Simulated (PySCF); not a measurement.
These are TPSSh-D3(BJ)/def2-TZVP // PBE-D3(BJ)/def2-SVP (PySCF) values and carry that method's errors. Isolated molecules, 0 K electronic values unless said otherwise. 

Reference species (SMILES): `[OH]` (neutral, multiplicity 2).

- dipole moment: 1.75 D
- highest occupied spin orbital: -8.07 eV

Changed species: `C[O]` (free radical OCH3; the reference has free radical OH).

Q: Predict the effect on the dipole moment and highest occupied spin orbital.

A: the dipole moment rises by 0.27 D, to 2.02 D; the highest occupied spin orbital rises by 1.19 eV, to -6.88 eV.
